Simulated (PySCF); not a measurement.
C₂H, SMILES [C]#C (connectivity only; charge and spin as stated), charge +1, multiplicity 1. Geometry optimised at B3LYP-D3(BJ)/def2-TZVPD. The multiplicity is an assumed one; other spin states were not compared. The isomer is the one that the SMILES or the coordinates give; other isomers of the formula were not compared.

TDA-CAM-B3LYP/def2-TZVPD (PySCF 2.14.0) puts the lowest singlet excitations at 1.12, 5.77, 6.89, 7.21, 7.67, 11.48 eV.

**Question.** What are the lowest excitation roots from ADC(2)/aug-cc-pVDZ (PySCF 2.14.0)? (The exact figures need the calculation; the answer reports its results.)

**Answer.** -0.30, 0.13, 6.11, 6.56, 7.56, 7.81 eV. S1 differs by -1.42 eV (second minus first; roots are paired by order, and the bases may differ).
